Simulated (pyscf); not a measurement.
Single points on ωB97X-D3(BJ)/def2-SVP structures (PySCF, gas phase).

SMILES: C[NH][Zr]([NH2])([NH2])[NH2]
```xyz
16

C      1.5022     1.1525     1.6849
N      0.3567     0.2617     1.6144
Zr    -0.6623     0.1675    -0.1509
N     -2.3021    -1.0460     0.0303
N      0.6101    -0.6594    -1.5347
N     -1.2661     2.0401    -0.7480
H      2.4509     0.6269     1.9059
H      1.6504     1.6542     0.7084
H      1.3828     1.9605     2.4319
H      0.1856    -0.2207     2.4922
H     -3.1641    -0.7677     0.4980
H     -2.4422    -1.9731    -0.3649
H      0.6764    -0.4300    -2.5243
H      1.3729    -1.2956    -1.3092
H     -0.8750     2.9457    -0.4958
H     -2.0729     2.2094    -1.3470
```

Question: How much does it cost (ΔH, 298 K, ωB97M-D3(BJ)/def2-TZVP) to split `[CH3][NH][Zr]([NH2])([NH2])[NH2]` at its C–N bond into CH₃• + [HN–Zr(NH₂)(NH₂)–NH₂]•?

Answer: C–N to CH₃• + [HN–Zr(NH₂)(NH₂)–NH₂]•: 87.8 kcal/mol. The 7 functionals that were run give +79.9 (r²SCAN) to +89.9 kcal/mol (M06-2X). The radicals are drawn with the spin at the cut bond; how far it spreads was not checked. Other isomers of [HN–Zr(NH₂)(NH₂)–NH₂]• were not searched in full and may lie lower. Open-shell species with a d-block atom are single-reference here; other states, and whether the spin sits on metal or ligand, were not checked. Elements past Kr carry the def2 core potentials, without spin-orbit coupling.
